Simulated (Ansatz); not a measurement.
Relaxation of AlH6NS (9 atoms, charge 0, multiplicity 1), to a largest force component of 0.03 eV/Å in at most 50 steps.

These are results of RKS PBE-D4/6-31G* in Ansatz, not measurements.

```xyz
9
Properties=species:S:1:pos:R:3:forces:R:3
Al -0.599 -1.408 -0.601 0.25 0.63 0.17
N -0.288 1.559 0.554 -0.21 -0.47 -0.10
H -1.565 -1.083 -1.829 0.01 -0.02 0.01
H -0.968 -2.256 0.703 0.00 0.01 0.01
H 0.646 1.318 0.206 0.07 0.12 0.01
S 1.573 -0.908 -0.931 -0.10 -0.22 0.02
H -0.588 2.418 0.079 0.01 -0.06 0.02
H -0.206 1.772 1.555 0.00 0.00 -0.07
H 1.994 -1.411 0.265 -0.03 0.01 -0.07
```

Question: Where does it end, and by what steps?

Answer: The forces met the threshold. After 8 steps the energy has fallen by 0.966 eV; H7 moved furthest, 0.73 Å. Joined: Al1–N2.

```
step  energy less start (eV)  largest force component (eV/Å)  accepted
   0                  0.0000                           0.629       yes
   1                 -0.2188                           0.606       yes
   2                 -0.5300                           0.722       yes
   3                 -0.7783                           0.360       yes
   4                 -0.9028                           1.020       yes
   5                 -0.9502                           0.420       yes
   6                 -0.9636                           0.130       yes
   7                 -0.9653                           0.048       yes
   8                 -0.9657                           0.024       yes
```

```xyz
9
Properties=species:S:1:pos:R:3
Al -0.434 -0.787 -0.373
N -0.308 1.162 0.376
H -1.417 -0.536 -1.621
H -0.892 -1.596 0.942
H 0.654 1.480 0.194
S 1.724 -1.075 -0.987
H -0.952 1.812 -0.092
H -0.476 1.222 1.388
H 2.100 -1.680 0.173
```

Whether the end is a true minimum wasn't checked by a vibrational analysis.

Run time: 11 s on 1 CPU thread of a shared host.
